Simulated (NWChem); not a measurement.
Correlation energy of silicon monoxide (OSi)

```xyz
2

Si     0.0000     0.0000     0.5539
O      0.0000     0.0000    -0.9694
```
Charge 0, spin multiplicity 1.

Everything below was run with NWChem. All single points use one geometry, from PBE0/def2-SVP, a minimum by its harmonic frequencies.

Basis set: def2-SVP. Each correlation energy counts from its own Hartree-Fock reference.

The correlated methods keep 6 core orbitals frozen. Coupled-cluster values serve here as a point of comparison, not as the truth.

```csv
method,correlation energy (mHa)
MP2,___
SCS-MP2,___
CR-CCSD[T],-290.0
CR-CCSD(T),-287.8
CCSD,___
CCSD+T(CCSD),-293.1
CCSD(T),-290.2
CCSDT,-290.8
```

**Question.** What belongs in the gaps?

**Answer.** 
- MP2, correlation energy (mHa): -273.1
- SCS-MP2, correlation energy (mHa): -265.5
- CCSD, correlation energy (mHa): -278.5
